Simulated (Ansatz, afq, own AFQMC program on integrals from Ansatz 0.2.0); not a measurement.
## The Ge2–O1 bond of GeH$_{2}$O, singlet, worked out

```xyz
4

O    -0.1255   -0.6659    0.5201
Ge    0.5070    0.5635   -0.6183
H     0.5499   -1.3231    0.7271
H    -0.8759    1.3652   -0.6492
```

The molecule and both fragments are relaxed with PBE0/def2-SVP; the fragments keep their bonds.

Basis def2-TZVP. Noble-gas cores (and the filled d shells of Ga–Kr and In–Xe) are frozen. Ansatz 0.2.0 and our own AFQMC program on the same integrals; the CISD trial comes from CCSD amplitudes, and released means the phaseless constraint is let go. Error bars are statistical, one sigma. No spin–orbit coupling.

Total energies in eV. CBS is CCSD(T) at the limit of def2-TZVPP/QZVPP (extrapolated itself); the highest rung of each member is named.

Cautions: inner d shell frozen; no relativity below Rb; no spin-orbit coupling; GeH₂O (singlet): the released energies move by 1.5 errors or more from one time to the next, so no released level is given (meV from the phaseless value at times in 1/Eh: -13 ± 5 at 0.24, -15 ± 5 at 0.51, -3 ± 6 at 0.99, 5 ± 7 at 1.62, -16 ± 8 at 2.40), though the last usable value meets CCSDT(Q) within the noise.

```tsv
member	count	CCSD(T)/def2-TZVP	highest rung in def2-TZVP	which	CCSD(T)/CBS
GeH, doublet	+1	-56490.5614	-56490.5793	FCI	-56492.1493
HO (doublet)	+1	-2058.1800	-2058.1943	CCSDT(Q)	-2059.2489
GeH₂O, singlet	-1	-58553.2197	-58553.2566	CCSDT(Q)	-58556.0296
```

**Question.** Work out the best estimate of the bond energy: the CCSD(T)/CBS difference plus the step from CCSD(T) to the highest rung.

**Answer.** Sums with the counts: CCSD(T)/CBS 4.6314 eV, highest rung 4.4830 eV, CCSD(T)/def2-TZVP 4.4783 eV. The step is 4.4830 − 4.4783 = 0.0047 eV, so the best estimate is 4.6314 + (0.0047) = 4.6361 eV = 447.3 kJ/mol. The basis set is worth 0.153 eV of it. Zero-point, core-correlation and spin–orbit terms aren't in it. Past Ne the Hartree–Fock part of each CBS total tends to overshoot, since the cores don't follow the formula; that largely cancels in the difference.

Best estimates are given only where the step beyond CCSD(T) is under 0.3 eV and no member's determinant is very poor (T1 over 0.05, or 0.07 for open shells, ⟨S²⟩ too high by 0.3, two states mixed), so the hardest cases are missing from such tables.

CCSDT and higher add their correlation energy to the determinant of the CCSD(T) run, since their own runs factorise the integrals more tightly (a shift of under 2 meV). Each member of a difference takes its own highest rung, so a best estimate needn't equal the limit plus the step of one row.
